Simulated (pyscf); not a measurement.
9 silicon, germanium or tin steps of one kind (elimination, closed-shell): reaction energy in eV, from the separated reactants or the lowest minimum found. Structures and frequencies: ωB97X-D3(BJ)/def2-SVP in PySCF. Functionals in def2-TZVP; the last column is ωB97M-D3(BJ)/def2-TZVP. Rows were drawn at random from the steps of this kind and element class whose saddle was verified and whose references are stable.

| step | PBE | B3LYP-D3(BJ) | M06-2X | ωB97M-D3(BJ) |
|---|---|---|---|---|
| `[SiH3][Te][Bi]([Cl])[Cl]` → `[SiH3][Cl]` + `[Cl][Bi]=[Te]` | +0.56 | +0.72 | +0.77 | +0.74 |
| `[CH3][CH]([CH3])[O][Si]([OH])([OH])[OH]` -> `[OH][Si]([OH])([OH])[OH]` + `[CH2]=[CH][CH3]` | +0.60 | +0.69 | +0.80 | +0.73 |
| `[NH2][SiH]([Cl])[Cl]` → `[NH]=[Si]([Cl])[Cl]` + `[H][H]` | +2.49 | +2.63 | +2.79 | +2.76 |
| `[SiH3][Te][Sb]([Cl])[Cl]` → `[SiH3][Cl]` + `[Cl][Sb]=[Te]` | +0.55 | +0.72 | +0.81 | +0.75 |
| `[CH3][C]([CH3])([CH3])[O][Ge]([OH])([OH])[OH]` -> `[OH][Ge]([OH])([OH])[OH]` + `[CH2]=[C]([CH3])[CH3]` | +0.55 | +0.67 | +0.80 | +0.73 |
| `[PH2][GeH3]` → `[PH]=[GeH2]` + `[H][H]` | ___ | +1.46 | +1.46 | +1.59 |
| `[SiH3][S][Sn][Cl]` [singlet] -> `[SiH3][Cl]` + `[S]=[Sn]` [singlet] | ___ | +1.17 | +1.22 | +1.13 |
| `[OH][SiH2][OH]` → `[O]=[SiH][OH]` + `[H][H]` | +1.66 | +1.78 | +1.94 | +1.87 |
| `[SiH3][O][SiH3]` → `[SiH4]` + `[O]=[SiH2]` | +2.66 | +2.92 | +3.18 | +2.97 |

Q: Complete the blanks.

A: 
- `[PH2][GeH3]` → `[PH]=[GeH2]` + `[H][H]`, PBE: +1.39
- `[SiH3][S][Sn][Cl]` [singlet] -> `[SiH3][Cl]` + `[S]=[Sn]` [singlet], PBE: +1.06

Differences from the last column (eV): PBE: mean -0.19, median -0.19, mean size 0.19, lower in 9 of 9; B3LYP-D3(BJ): mean -0.06, median -0.05, mean size 0.07, lower in 8 of 9; M06-2X: mean +0.06, median +0.07, mean size 0.09, lower in 1 of 9. PBE is closest for row 7 (0.07 eV apart) and farthest for row 9 (0.31 eV). PBE, r²SCAN and M06-2X carry no added dispersion term. The last column is a level with limits of its own. Elements up to Kr have no core potential and no relativistic terms here. Elements past Kr carry the def2 core potentials, without spin-orbit coupling.
